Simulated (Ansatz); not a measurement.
# PNHO (quartet): wave-function methods side by side, def2-QZVPP

The task here is to estimate one member of a computed series from the others.

Computed with Ansatz 0.2.0, Gaussian basis. Level: def2-QZVPP, core rule «outside noble gas», up to 7 orbitals frozen.

Plan: UHF; ROHF; CCSD(T) on UHF.

2 further runs of the same task are left out: 2 set aside as unsound or not needed.

## The geometry

The geometry is a PBE0/def2-TZVP stationary point (not a proven minimum) of the parent state, kept for this charge and spin.

4 atoms, charge 0, spin multiplicity 4.

Atoms are counted from 1 here; the program's logs count them from 0.

Bond lengths: N1–P2 1.551 Å, N1–H4 1.015 Å, P2–O3 1.467 Å. Angles: P2–N1–H4 117.5°, N1–P2–O3 126.9°.

Set-up of the first run:

Contents of in.yaml:

```yaml
crystal:
  periodic: [false, false, false]
  atoms:
    - {symbol: N, position_ang: [0.000000, -0.385084, 1.371493]}
    - {symbol: P, position_ang: [0.000000, 0.327392, -0.005904]}
    - {symbol: O, position_ang: [0.000000, -0.309237, -1.327958]}
    - {symbol: H, position_ang: [0.000000, 0.199224, 2.201813]}
basis:
  gaussian: {orbitals: "def2-QZVPP.json"}
magnetization: {spin_polarized: true, initial_magnetization: 3}
hamiltonian: {xc: hf}
output: {orbitals: {seedname: orbitals}}
```

The run is started by

```
$ ansatz run in.yaml --threads 1 --pin off --events-out ev --progress --plain --max-ram 2393MiB
```

Among the steps run: UHF; ROHF; CCSD(T) on UHF.

One table of the session follows, with a row left open; its other results are not shown here.

It belongs to the step «Misses and costs». 

```
  method  from UCCSD(T) (kJ/mol)
    ROHF                 +1604.8
     UHF                 +1568.2
    UMP2                       ?
   UCCSD                   +74.0
UCCSD(T)                       0
```

**Question.** Estimate the row for UMP2.

**Answer.** from UCCSD(T) (kJ/mol): +120.5. In the column «from UCCSD(T) (kJ/mol)» it lies between UCCSD (+74.0) and UHF (+1568.2).
